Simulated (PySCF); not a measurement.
## Basis-set dependence of population analyses: CH2O

Compound: CH2O.
SMILES with atom numbers: `[CH2:1]=[O:2]` (hydrogens: H3, H4 on C1)

PBE0 throughout (PySCF), one geometry, spherical d and f functions. Isolated species at its PBE0-D3(BJ)/def2-SVP geometry, gas phase. Atoms taken as equivalent share a column and are averaged.

Mulliken charges (e):

```csv
basis,functions,C1,O2,H3/H4
STO-3G,12,+0.029,-0.162,+0.067
6-31G,22,+0.059,-0.334,+0.138
pcSseg-0,22,+0.042,-0.429,+0.194
6-31G*,32,+0.044,-0.319,+0.137
def2-SVP,38,+0.146,-0.221,+0.037
cc-pVDZ,38,+0.136,-0.188,+0.026
pcSseg-1,44,+0.148,-0.332,+0.092
aug-cc-pVDZ,64,+0.653,-0.378,-0.138
"6-311+G(2d,p)",66,+0.062,-0.285,+0.112
def2-TZVP,74,+0.055,-0.241,+0.093
cc-pVTZ,88,+0.154,-0.230,+0.038
IGLO-III,90,+0.179,-0.361,+0.091
pcSseg-3,210,+0.257,-0.404,+0.074
```

IAO charges (e):

| basis | functions | C1 | O2 | H3/H4 |
| --- | --- | --- | --- | --- |
| STO-3G | 12 | -0.028 | -0.169 | +0.098 |
| 6-31G | 22 | +0.085 | -0.320 | +0.117 |
| pcSseg-0 | 22 | +0.093 | -0.312 | +0.110 |
| 6-31G* | 32 | +0.136 | -0.341 | +0.103 |
| def2-SVP | 38 | +0.138 | -0.334 | +0.098 |
| cc-pVDZ | 38 | +0.132 | -0.333 | +0.100 |
| pcSseg-1 | 44 | +0.141 | -0.348 | +0.104 |
| aug-cc-pVDZ | 64 | +0.142 | -0.357 | +0.107 |
| 6-311+G(2d,p) | 66 | +0.142 | -0.359 | +0.108 |
| def2-TZVP | 74 | +0.143 | -0.356 | +0.107 |
| cc-pVTZ | 88 | +0.140 | -0.352 | +0.106 |
| IGLO-III | 90 | +0.142 | -0.359 | +0.108 |
| pcSseg-3 | 210 | +0.144 | -0.360 | +0.108 |

Which scheme is steadiest as the basis changes?

Largest range over the bases for any column: IAO 0.19 e, Mulliken 0.62 e. IAO charges move least and Mulliken charges most, counted in e. Without the minimal STO-3G basis the ranges are IAO 0.06, Mulliken 0.61 e.

How much do the charges still move between the two largest bases, IGLO-III and pcSseg-3?

At most, over all atoms: Mulliken 0.078 e, IAO 0.002 e.

What do the same runs give for the total energy, the frontier levels and the dipole moment?

| basis | energy (Eh) | HOMO (eV) | LUMO (eV) | μ (D) |
| --- | --- | --- | --- | --- |
| STO-3G | -112.8436 | -4.81 | 2.27 | 1.31 |
| 6-31G | -114.3251 | -7.61 | -1.04 | 2.39 |
| pcSseg-0 | -114.0883 | -7.68 | -1.06 | 2.51 |
| 6-31G* | -114.3662 | -7.56 | -0.80 | 2.18 |
| def2-SVP | -114.2839 | -7.64 | -0.97 | 2.18 |
| cc-pVDZ | -114.3769 | -7.52 | -0.86 | 2.10 |
| pcSseg-1 | -114.3605 | -7.74 | -1.12 | 2.38 |
| aug-cc-pVDZ | -114.3878 | -7.83 | -1.39 | 2.35 |
| 6-311+G(2d,p) | -114.4084 | -7.86 | -1.38 | 2.39 |
| def2-TZVP | -114.4185 | -7.82 | -1.26 | 2.30 |
| cc-pVTZ | -114.4135 | -7.77 | -1.16 | 2.26 |
| IGLO-III | -114.4208 | -7.85 | -1.36 | 2.35 |
| pcSseg-3 | -114.4265 | -7.87 | -1.39 | 2.35 |

The dipole is fixed by the density alone, so its range of 1.20 D shows that the density itself changes with the basis, not only its division among atoms.
